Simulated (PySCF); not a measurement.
C4H5F.
SMILES: `F[C@@H]1[C@H]2[C@@H]1C2`

Level of theory: TDDFT CAM-B3LYP/def2-SVPD, vertical, gas phase, core orbitals frozen in the response (PySCF). Geometry: GFN2-xTB; no solvent, vibrations or thermal averaging.

Broadening: Gaussians 0.4 eV wide at half height, area fixed by f = 4.319×10⁻⁹ ∫ε dν̃. The width is an assumption, not a result. The curve ends short of the highest state used, and states not computed would add to its high-energy end.

| E (eV) | ε (L mol⁻¹ cm⁻¹) |
| --- | --- |
| 7.19 | 1 |
| 7.22 | 1 |
| 7.24 | 2 |
| 7.27 | 3 |
| 7.29 | 4 |
| 7.32 | 7 |
| 7.34 | 10 |
| 7.37 | 16 |
| 7.40 | 24 |
| 7.42 | 31 |
| 7.45 | 45 |
| 7.47 | 57 |
| 7.50 | 79 |
| 7.52 | 96 |
| 7.55 | 126 |
| 7.57 | 148 |
| 7.60 | 184 |
| 7.62 | 209 |
| 7.65 | 247 |
| 7.67 | 272 |
| 7.70 | 307 |
| 7.72 | 329 |
| 7.75 | 357 |
| 7.77 | 373 |
| 7.80 | 395 |
| 7.82 | 409 |
| 7.85 | 434 |
| 7.87 | 457 |
| 7.90 | 505 |
| 7.93 | 580 |
| 7.95 | 650 |
| 7.98 | 793 |
| 8.00 | 916 |
| 8.03 | 1149 |
| 8.05 | 1336 |
| 8.08 | 1663 |
| 8.10 | 1909 |
| 8.13 | 2308 |
| 8.15 | 2587 |
| 8.18 | 3008 |
| 8.20 | 3280 |
| 8.23 | 3656 |
| 8.25 | 3877 |
| 8.28 | 4149 |
| 8.30 | 4286 |
| 8.33 | 4420 |
| 8.35 | 4463 |
| 8.38 | 4465 |
| 8.40 | 4429 |
| 8.43 | 4335 |
| 8.46 | 4206 |
| 8.48 | 4111 |
| 8.51 | 3965 |
| 8.53 | 3873 |
| 8.56 | 3749 |
| 8.58 | 3681 |

(1) Where are the band maxima, and which computed states make them?

(2) Coming from long wavelengths, where does ε first pass 100 L mol⁻¹ cm⁻¹?

Results:

(1) 148 nm (8.37 eV), ε about 4500, made up of S2 (25%), S3 (55%) and S4 (19%) (ε in L mol⁻¹ cm⁻¹; maxima over ε = 5, shares over 10%). The states used: S1 7.79 eV (f 0.0052); S2 8.29 eV (f 0.018); S3 8.32 eV (f 0.038); S4 8.59 eV (f 0.031); S5 8.88 eV (f 0.017); S6 8.92 eV (f 0.030); S7 9.09 eV (f 0.0074); S8 9.18 eV (f 0.034).

(2) At about 165 nm (7.52 eV), 0.27 eV below S1.
